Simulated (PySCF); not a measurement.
Adding and removing an electron: LiF

RHF-CCSD(T); Li pcseg-2, F pcseg-2; no relativity (PySCF 2.14). Neutral (RHF): singlet (closed shell), Re = 1.572 Å, ωe = 925 cm⁻¹, De = 5.80 eV.

LiF⁺ (UHF): doublet (π ↑), Re = 2.034 Å, ωe = 297 cm⁻¹, De = 0.26 eV to Li⁺ + F. The energies at the minima are -107.26881 hartree for LiF and -106.86862 for LiF⁺.

Task: Work out the adiabatic ionisation energy, without and with harmonic zero-point energies (1 hartree = 27.2114 eV, 1 eV = 8065.5 cm⁻¹), and the change of the bond length.

Result: At CCSD(T): 0.40019 hartree = 10.890 eV between the minima; the zero-point term (297.0 − 925.0)/2 cm⁻¹ = -0.039 eV makes it 10.851 eV. Re changes by +46.2 pm against the neutral. The electron leaves a π orbital, and the ion is left as a loose complex of an ion and an atom.

Correlated steps freeze 1 core orbital. Weak bonds: LiF⁺. Basis-set superposition, not corrected here, can be much of De in a small basis, most of all at correlated wavefunction levels. For an ion De counts to the pair picked by the measured ionisation energies or electron affinities, which need not be the lowest pair at this level. Where the molecule has an RHF reference, its open-shell atoms are computed with UHF. States were picked by a PBE0 search and need not be the measured ground states.

Neutral and ion stand on different kinds of reference determinant, which adds to the error of the difference.
